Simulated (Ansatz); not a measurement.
# CH4OS2: up Jacob's ladder to CCSD(T)

One table from this session's results is given with a row withheld; the runs are named, their logs left out.

The runs use Ansatz 0.2.0, Gaussian basis; functionals in def2-TZVPP, the program's frozen cores in correlated methods.

The runs, in order: LDA (SPW92), PBE-D4, revPBE-D4, BLYP-D4, r2SCAN-D4, B97M-V, PBE0-D4, B3LYP-D4, r2SCANh-D4, r2SCAN0-D4, HSE06-D4, BHLYP-D4, CAM-B3LYP-D4, LC-ωPBE, ωB97X-V, ωB97M-V, B2PLYP, PBE-QIDH; CCSD(T)/def2-SVP; CCSD(T)/def2-TZVPP; MP2/def2-QZVPP; extrapolation to the limit; RPA on PBE.

## The relaxed structure

All runs share one geometry, relaxed beforehand with PBE0-D4 in a triple-zeta def2 set.

SMILES `OC(S)S`, 8 atoms, charge 0, spin multiplicity 1.

Atoms are counted from 1 here; the program's logs count them from 0.

Bond lengths: O1–C2 1.384 Å, O1–H5 0.964 Å, C2–S3 1.830 Å, C2–S4 1.818 Å, C2–H6 1.090 Å, S3–H7 1.341 Å, S4–H8 1.344 Å. Angles: C2–O1–H5 108.7°, O1–C2–S3 108.1°, O1–C2–S4 115.2°, O1–C2–H6 106.1°, S3–C2–S4 112.8°, S3–C2–H6 109.5°, S4–C2–H6 104.7°, C2–S3–H7 96.8°, C2–S4–H8 95.7°.

Set-up of the first run:

in.yaml

```yaml
crystal:
  periodic: [false, false, false]
  atoms:
    - {symbol: O, position_ang: [-0.507371, 1.273920, -0.838942]}
    - {symbol: C, position_ang: [0.177087, 0.515278, 0.095065]}
    - {symbol: S, position_ang: [1.257300, -0.656113, -0.805836]}
    - {symbol: S, position_ang: [-0.863114, -0.300604, 1.342323]}
    - {symbol: H, position_ang: [-1.109374, 0.698494, -1.323933]}
    - {symbol: H, position_ang: [0.791674, 1.215364, 0.661268]}
    - {symbol: H, position_ang: [1.536675, -1.449160, 0.239371]}
    - {symbol: H, position_ang: [-1.190577, -1.354379, 0.574985]}
basis:
  gaussian: {orbitals: def2-TZVPP}
hamiltonian: {xc: lda}
output: {orbitals: {seedname: orbitals}}
```

The run is started by

```console
> ansatz run in.yaml --threads 2 --pin off --events-out ev --progress --plain --max-ram 4352MiB
```

Steps of the session up to this table: LDA; PBE-D4 (GGA); revPBE-D4 (GGA); BLYP-D4 (GGA); r2SCAN-D4 (meta-GGA); B97M-V (meta-GGA); PBE0-D4 (hybrid); B3LYP-D4 (hybrid); r2SCANh-D4 (hybrid); r2SCAN0-D4 (hybrid); HSE06-D4 (hybrid); BHLYP-D4 (hybrid); CAM-B3LYP-D4 (range-separated); LC-ωPBE (range-separated); ωB97X-V (range-separated); ωB97M-V (range-separated); B2PLYP (double hybrid); PBE-QIDH (double hybrid).

One of the session's tables, all rows but one given; the rest of the session is left out.

It belongs to the step «Orbital energies across the functionals». 

| functional | HOMO (eV) | gap (eV) |
| --- | --- | --- |
| LDA (SPW92) | -6.10 | 4.41 |
| PBE-D4 | -5.96 | 4.48 |
| revPBE-D4 | -5.91 | 4.51 |
| BLYP-D4 | ? | ? |
| r2SCAN-D4 | -6.23 | 4.97 |
| B97M-V | -6.32 | 5.05 |
| PBE0-D4 | -7.20 | 6.69 |
| B3LYP-D4 | -6.97 | 6.20 |
| r2SCANh-D4 | -6.69 | 5.78 |
| r2SCAN0-D4 | -7.37 | 6.99 |
| HSE06-D4 | -6.80 | 5.90 |
| BHLYP-D4 | -8.31 | 8.79 |
| CAM-B3LYP-D4 | -8.55 | 9.12 |
| LC-ωPBE | -9.96 | 11.76 |
| ωB97X-V | -9.58 | 11.24 |
| ωB97M-V | -9.40 | 10.86 |

**Question.** Estimate the row for BLYP-D4.

Worked estimate for «HOMO (eV)». Against the share of exact exchange, B3LYP-D4 (0.2, -6.97), BHLYP-D4 (0.5, -8.31) give a slope of -4.47 per unit share; at 0 the line stands at -6.08.

**Answer.** HOMO (eV): -5.81; gap (eV): 4.44. In «HOMO (eV)» the line misses by -0.27.
